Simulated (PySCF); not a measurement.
Bonds broken one at a time in the series Al Br-NH2. Gas-phase values, no solvent. Strings in code marks are SMILES.

The dipole moment from two functionals at the same geometries (PBE0-D3(BJ)/def2-TZVP), both in PySCF: PBE-D3(BJ)/def2-TZVP and ωB97X-D3(BJ)/def2-TZVP. 

| species | PBE-D3(BJ)/def2-TZVP (D) | ωB97X-D3(BJ)/def2-TZVP (D) |
|---|---|---|
| whole molecule (`[Br][Al]([Br])[Br]`) | 0.00 | 0.00 |
| radical fragment (`[Br][Al][Br]`) | 1.18 | 1.40 |
| whole molecule (`[Br][Al]([Br])[NH2]`) | 2.24 | 2.28 |
| radical fragment (`[NH2]`) | 1.91 | 1.97 |
| radical fragment (`[NH2][Al][Br]`) | 2.31 | 2.43 |
| whole molecule (`[Br][Al]([NH2])[NH2]`) | 2.54 | 2.61 |
| whole molecule (`[NH2][Al]([NH2])[NH2]`) | 0.00 | 0.00 |

Over these rows, drawn at random from the members with no instability flagged (it was tested for open shells, ions and some series alone), PBE minus ωB97X-D3(BJ): mean -0.07 D, from -0.22 D to 0.00 D.
